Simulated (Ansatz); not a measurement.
A displaced shape of singlet HF2(-):

```
atom    x (Å)    y (Å)    z (Å)
   F   0.0259   0.0405  -1.1300
   H  -0.0131   0.0189   0.0444
   F  -0.0387  -0.0116   1.1733
```

It was optimised with HF/def2-SVP in Ansatz (development build ahead of 0.2.0) to forces under 0.001 eV/Å, with restricted orbitals. Each step stands on the lowest determinant of that kind that the program's search found.

Task: What shape does it relax to, and how does the optimisation go?

Result:

```xyz
3

F     0.0229    0.0413   -1.0945
H    -0.0086    0.0159    0.0293
F    -0.0402   -0.0094    1.1529
```

Bond lengths: .

```tsv
step	E − E(start) (eV)	largest force (eV/Å)
1	0.0000	0.8235
2	-0.0212	0.2992
3	-0.0236	0.0925
4	-0.0238	0.0829
5	-0.0245	0.0119
6	-0.0245	0.0004
```

The optimisation ended after 6 steps with its threshold met. Caution: no diffuse functions for an anion.
